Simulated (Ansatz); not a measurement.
System: body-centred tetragonal In. Method: PBEsol+SOC (plane waves, PAW; Ansatz, a program for electronic structure).

Settings: plane-wave cutoff 520 eV, 24×24×24 k mesh, Fermi–Dirac smearing 0.05 eV, PAW data made under PBE.

Properties against volume:

Shape and atoms are relaxed at each volume.

```tsv
V (Å³/atom)	P (GPa)	c (Å)	a (Å)
24.486	2.04	4.846	3.179
24.996	0.96	4.886	3.199
25.506	0.00	4.919	3.220
26.016	-0.85	4.951	3.242
26.527	-1.60	4.989	3.261
```

Note: the bulk modulus comes from volumes at which shape and atoms were relaxed.
